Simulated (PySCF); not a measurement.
**Ionising O₂**

LDA; O def2-TZVPPD; no relativity (PySCF 2.14). Neutral (UKS): triplet (π ↑↑), Re = 1.203 Å, ωe = 1622 cm⁻¹, HOMO -6.91 eV, LUMO -4.84 eV.

O₂⁺ (UKS): doublet (π ↑), Re = 1.111 Å, ωe = 1999 cm⁻¹, De = 9.22 eV to O⁺ + O. The energies at the minima are -149.33109 hartree for O2 and -148.87761 for O₂⁺.

Question: Work out the adiabatic ionisation energy, without and with harmonic zero-point energies (1 hartree = 27.2114 eV, 1 eV = 8065.5 cm⁻¹), and the change of the bond length.

Answer: At LDA: 0.45348 hartree = 12.340 eV between the minima; the zero-point term (1999.0 − 1622.0)/2 cm⁻¹ = +0.023 eV makes it 12.363 eV. Re changes by -9.2 pm against the neutral. The electron leaves a π orbital, and the shorter bond of the ion fits an antibonding orbital, or a change in how ionic the bond is.

Counting both spins, an empty level lies below a filled one in some of these solutions, because spin and occupation are held. States were picked by a PBE0 search and need not be the measured ground states.
